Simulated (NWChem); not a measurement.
Everything below was run with NWChem. System: ethylene (C2H4), charge 0, spin multiplicity 1, at a geometry optimised with PBE/def2-SVP. Level: RHF/def2-TZVP.

Input file:

```
start mol
memory heap 200 mb stack 800 mb global 1000 mb
geometry units angstroms nocenter noautoz
  C      0.000000     0.000000     0.670281
  C      0.000000     0.000000    -0.670281
  H      0.937449     0.000000     1.250738
  H     -0.937449     0.000000     1.250738
  H     -0.937449     0.000000    -1.250738
  H      0.937449     0.000000    -1.250738
  symmetry group D2h
end
basis spherical
  * library def2-tzvp
end
scf
  rhf
  nopen 0
  maxiter 100
  thresh 1e-7
  semidirect memsize 60000000 filesize 0
end
task scf energy
```

Output (cleaned and shortened):

```
             Northwest Computational Chemistry Package (NWChem) 7.3.0
             --------------------------------------------------------

                                NWChem Input Module
                                -------------------

 Scaling coordinates for geometry "geometry" by  1.889725989
 (inverse scale =  0.529177249)

 Turning off AUTOSYM since
 SYMMETRY directive was detected!

                             Geometry "geometry" -> ""
                             -------------------------

 Output coordinates in angstroms (scale by  1.889725989 to convert to a.u.)

  No.       Tag          Charge          X              Y              Z
 ---- ---------------- ---------- -------------- -------------- --------------
    1 C                    6.0000     0.00000000     0.00000000     0.67028100
    2 C                    6.0000     0.00000000     0.00000000    -0.67028100
    3 H                    1.0000     0.93744900     0.00000000     1.25073800
    4 H                    1.0000    -0.93744900     0.00000000     1.25073800
    5 H                    1.0000    -0.93744900     0.00000000    -1.25073800
    6 H                    1.0000     0.93744900     0.00000000    -1.25073800

 Effective nuclear repulsion energy (a.u.)      32.9967627881

            Nuclear Dipole moment (a.u.)
            ----------------------------
        X                 Y               Z
 ---------------- ---------------- ----------------
     0.0000000000     0.0000000000     0.0000000000

      Symmetry information
      --------------------

 Group name             D2h
 Group number             26
 Group order               8
 No. of unique centers     2

      Symmetry unique atoms

     1    3


 Summary of "ao basis" -> "" (spherical)
 ------------------------------------------------------------------------------
       Tag                 Description            Shells   Functions and Types
 ---------------- ------------------------------  ------  ---------------------
 *                         def2-tzvp                  on all atoms

 Summary of "ao basis" -> "ao basis" (spherical)
 ------------------------------------------------------------------------------
       Tag                 Description            Shells   Functions and Types
 ---------------- ------------------------------  ------  ---------------------
 C                         def2-tzvp                11       31   5s3p2d1f
 H                         def2-tzvp                 4        6   3s1p

                                 NWChem SCF Module
                                 -----------------

  ao basis        = "ao basis"
  functions       =    86
  atoms           =     6
  closed shells   =     8
  open shells     =     0
  charge          =   0.00
  wavefunction    = RHF
  use symmetry    = T
  symmetry adapt  = T

 Summary of "ao basis" -> "ao basis" (spherical)
 ------------------------------------------------------------------------------
       Tag                 Description            Shells   Functions and Types
 ---------------- ------------------------------  ------  ---------------------
 C                         def2-tzvp                11       31   5s3p2d1f
 H                         def2-tzvp                 4        6   3s1p

      Symmetry analysis of basis
      --------------------------

        ag         19
        au          4
        b1g         4
        b1u        19
        b2g        12
        b2u         8
        b3g         8
        b3u        12

 Forming initial guess at       0.1s

      Superposition of Atomic Density Guess
      -------------------------------------

 Sum of atomic energies:         -77.34189321

      Non-variational initial energy
      ------------------------------

 Total energy =     -78.398738
 1-e energy   =    -167.382210
 2-e energy   =      55.986709
 HOMO         =      -0.339587
 LUMO         =      -0.003765

      Symmetry analysis of molecular orbitals - initial
      -------------------------------------------------

  Numbering of irreducible representations:

     1 ag          2 au          3 b1g         4 b1u         5 b2g
     6 b2u         7 b3g         8 b3u

  Orbital symmetries:

     1 ag          2 b1u         3 ag          4 b1u         5 b3u
     6 ag          7 b2g         8 b2u         9 b3g        10 ag
    11 b1u        12 b3u        13 b2g        14 ag         15 ag
    16 b1u        17 b2u        18 b3u

 Starting SCF solution at       0.4s

 ----------------------------------------------
         Quadratically convergent ROHF

 Convergence threshold     :          1.000E-07
 Maximum no. of iterations :          100
 Final Fock-matrix accuracy:          1.000E-09
 ----------------------------------------------

              iter       energy          gnorm     gmax       time
             ----- ------------------- --------- --------- --------
                 1      -78.0386218770  5.14D-01  2.21D-01      0.5
                 2      -78.0605257694  1.42D-01  4.24D-02      0.5
                 3      -78.0625390052  4.32D-03  2.02D-03      0.6
                 4      -78.0625417516  1.01D-05  4.44D-06      0.7
                 5      -78.0625417516  2.18D-09  9.39D-10      0.8

       Final RHF  results
       ------------------

         Total SCF energy =    -78.062541751636
      One-electron energy =   -169.347776549588
      Two-electron energy =     58.288472009852
 Nuclear repulsion energy =     32.996762788100

        Time for solution =      0.3s

       Symmetry analysis of molecular orbitals - final
       -----------------------------------------------

  Numbering of irreducible representations:

     1 ag          2 au          3 b1g         4 b1u         5 b2g
     6 b2u         7 b3g         8 b3u

  Orbital symmetries:

     1 ag          2 b1u         3 ag          4 b1u         5 b3u
     6 ag          7 b2g         8 b2u         9 b3g        10 ag
    11 b1u        12 b3u        13 b2g        14 ag         15 ag
    16 b1u        17 b2u        18 b3u

             Final eigenvalues
             -----------------

              1
    1  -11.2369
    2  -11.2352
    3   -1.0282
    4   -0.7865
    5   -0.6352
    6   -0.5854
    7   -0.5020
    8   -0.3760
    9    0.1406
   10    0.1734
   11    0.1930
   12    0.1976
   13    0.2439
   14    0.3038
   15    0.3255
   16    0.3308
   17    0.3467
   18    0.3979

                       ROHF Final Molecular Orbital Analysis
                       -------------------------------------

 Vector    6  Occ=2.000000D+00  E=-5.853717D-01  Symmetry=ag
              MO Center=  1.8D-17, -6.1D-35,  4.3D-17, r^2= 1.8D+00
   Bfn.  Coefficient  Atom+Function         Bfn.  Coefficient  Atom+Function
  ----- ------------  ---------------      ----- ------------  ---------------
     8      0.297631  1 C  pz                39     -0.297631  2 C  pz
    11      0.222870  1 C  pz                42     -0.222870  2 C  pz

 Vector    7  Occ=2.000000D+00  E=-5.020372D-01  Symmetry=b2g
              MO Center= -1.3D-17, -3.6D-32,  6.5D-17, r^2= 2.4D+00
   Bfn.  Coefficient  Atom+Function         Bfn.  Coefficient  Atom+Function
  ----- ------------  ---------------      ----- ------------  ---------------
     6      0.214603  1 C  px                37     -0.214603  2 C  px
    64      0.178274  3 H  s                 70     -0.178274  4 H  s
    76      0.178274  5 H  s                 82     -0.178274  6 H  s
     9      0.175795  1 C  px                40     -0.175795  2 C  px

 Vector    8  Occ=2.000000D+00  E=-3.760008D-01  Symmetry=b2u
              MO Center=  1.3D-17,  8.5D-18,  1.0D-16, r^2= 1.5D+00
   Bfn.  Coefficient  Atom+Function         Bfn.  Coefficient  Atom+Function
  ----- ------------  ---------------      ----- ------------  ---------------
     7      0.267619  1 C  py                38      0.267619  2 C  py
    10      0.263915  1 C  py                41      0.263915  2 C  py
    13      0.171273  1 C  py                44      0.171273  2 C  py

 Vector    9  Occ=0.000000D+00  E= 1.406203D-01  Symmetry=b3g
              MO Center=  1.0D-18, -5.9D-18, -2.2D-16, r^2= 3.3D+00
   Bfn.  Coefficient  Atom+Function         Bfn.  Coefficient  Atom+Function
  ----- ------------  ---------------      ----- ------------  ---------------
    13      0.891842  1 C  py                44     -0.891842  2 C  py
     7      0.232702  1 C  py                38     -0.232702  2 C  py
    10      0.172253  1 C  py                41     -0.172253  2 C  py

 Vector   10  Occ=0.000000D+00  E= 1.734305D-01  Symmetry=ag
              MO Center=  7.3D-17, -1.9D-18,  9.9D-16, r^2= 6.6D+00
   Bfn.  Coefficient  Atom+Function         Bfn.  Coefficient  Atom+Function
  ----- ------------  ---------------      ----- ------------  ---------------
     5      1.953519  1 C  s                 36      1.953519  2 C  s
    65     -1.473015  3 H  s                 71     -1.473015  4 H  s
    77     -1.473015  5 H  s                 83     -1.473015  6 H  s
    14      0.703421  1 C  pz                45     -0.703421  2 C  pz
    64      0.164492  3 H  s                 70      0.164492  4 H  s

 Vector   11  Occ=0.000000D+00  E= 1.930442D-01  Symmetry=b1u
              MO Center=  6.8D-16,  3.4D-18, -5.1D-16, r^2= 8.0D+00
   Bfn.  Coefficient  Atom+Function         Bfn.  Coefficient  Atom+Function
  ----- ------------  ---------------      ----- ------------  ---------------
     5      4.481736  1 C  s                 36     -4.481736  2 C  s
    65     -1.554611  3 H  s                 71     -1.554611  4 H  s
    77      1.554611  5 H  s                 83      1.554611  6 H  s
     4      1.189437  1 C  s                 35     -1.189437  2 C  s
    11     -0.984090  1 C  pz                42     -0.984090  2 C  pz

 center of mass
 --------------
 x =   0.00000000 y =   0.00000000 z =   0.00000000

 moments of inertia (a.u.)
 ------------------
          61.025864635996           0.000000000000           0.000000000000
           0.000000000000          73.677250166750           0.000000000000
           0.000000000000           0.000000000000          12.651385530754

  Mulliken analysis of the total density
  --------------------------------------

    Atom       Charge   Shell Charges
 -----------   ------   -------------------------------------------------------
    1 C    6     6.26   0.85  1.12  0.50  0.62  0.12  1.21  1.31  0.44  0.02  0.05  0.01
    2 C    6     6.26   0.85  1.12  0.50  0.62  0.12  1.21  1.31  0.44  0.02  0.05  0.01
    3 H    1     0.87   0.26  0.49  0.09  0.02
    4 H    1     0.87   0.26  0.49  0.09  0.02
    5 H    1     0.87   0.26  0.49  0.09  0.02
    6 H    1     0.87   0.26  0.49  0.09  0.02

       Multipole analysis of the density wrt the origin
       ------------------------------------------------

     L   x y z        total         open         nuclear
     -   - - -        -----         ----         -------
     0   0 0 0     -0.000000      0.000000     16.000000

     1   1 0 0      0.000000      0.000000      0.000000
     1   0 1 0     -0.000000      0.000000      0.000000
     1   0 0 1     -0.000000      0.000000      0.000000

     2   2 0 0     -9.211767      0.000000     12.553157
     2   1 1 0      0.000000      0.000000      0.000000
     2   1 0 1      0.000000      0.000000      0.000000
     2   0 2 0    -12.023884      0.000000      0.000000
     2   0 1 1      0.000000      0.000000      0.000000
     2   0 0 2     -9.022850      0.000000     41.598263

 Task  times  cpu:        0.8s     wall:        0.8s

 Total times  cpu:        0.8s     wall:        0.8s
```
